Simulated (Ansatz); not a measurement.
## YFe5: computed properties

All numbers below come from Ansatz, DFT PBEsol, scalar-relativistic, plane waves, PAW.

Plane waves to 420 eV, a k mesh through Γ of 12×12×10 on the computed 6-atom cell and Gaussian smearing (0.10 eV); collinear spin from starting moments -0.16 1.97 1.97 1.97 2.18 2.18 μB.

The structure is relaxed at this level of theory with its symmetry kept. Whether it is the stable form of this composition wasn't checked.

Space group P6/mmm (No. 191). a = 4.902 Å, b = 4.902 Å, c = 3.882 Å, α = 90.00°, β = 90.00°, γ = 120.00°
| atom | site | symmetry | x | y | z |
| --- | --- | --- | --- | --- | --- |
| Y | 1a | 6/mmm | 0.0000 | 0.0000 | 0.0000 |
| Fe | 3g | mmm | 0.5000 | 0.0000 | 0.5000 |
| Fe | 2c | -6m2 | 0.3333 | 0.6667 | 0.0000 |

| Quantity | Value |
| --- | --- |
| Space group | P6/mmm (No. 191) |
| Volume per atom | 90.8 bohr³ |
| Formation energy from the elements' standard states (uncorrected) | -0.048 eV/atom |
| Kohn–Sham band gap | none (metal) |
| Density of states at the Fermi level | 4.62 states/eV per cell |
| Löwdin character within 0.5 eV of the Fermi level | Fe 3d 84 % |
| Bader charges (e) | Y (1 in the cell) 1.53, Fe (3 in the cell) -0.31, Fe (2 in the cell) -0.30 |
| Total moment | 8.93 μB per cell |
| Site moments (μB; atoms counted from 1 over the whole cell) | Y (atom 1) -0.14, Fe (atom 2) 1.79, Fe (atom 3) 1.79, Fe (atom 4) 1.79, Fe (atom 5) 1.98, Fe (atom 6) 1.98 |

Only parallel moments were tried here.

Only this magnetic start was tried.

Cost: 1 run of about 4.8 core-minutes, on Arm Neoverse V1 (shared hosts).